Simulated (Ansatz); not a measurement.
hcp Ru was calculated with PBE (Ansatz, a quantum-chemistry and plane-wave program, plane waves, PAW).

Numerical settings: plane-wave cutoff 520 eV, 18×18×12 k mesh (along the axes of the cell as run), Fermi–Dirac smearing 0.1 eV, perturbation theory, no spin polarisation, scalar-relativistic PAW data made under PBE.

The cell has the measured lattice parameters. Conventional cell: a = 2.7058 Å, b = 2.7058 Å, c = 4.2816 Å, α = 90.00°, β = 90.00°, γ = 120.00°.

Harmonic phonon frequencies (cm⁻¹; i marks an imaginary mode):

```json
[
 {"q point": "Γ", "frequencies": "0 0 0 197 197 260"},
 {"q point": "M", "frequencies": "[?]"},
 {"q point": "K", "frequencies": "177 177 207 207 210 262"},
 {"q point": "A", "frequencies": "137 137 137 137 213 213"}
]
```

Question: Complete the blanks.

Answer: 
- M, frequencies: 137 176 177 211 214 216

No imaginary mode appears at these points.

Note: the cell isn't this level's own, so it is under some stress, which shifts stiffness and frequencies.
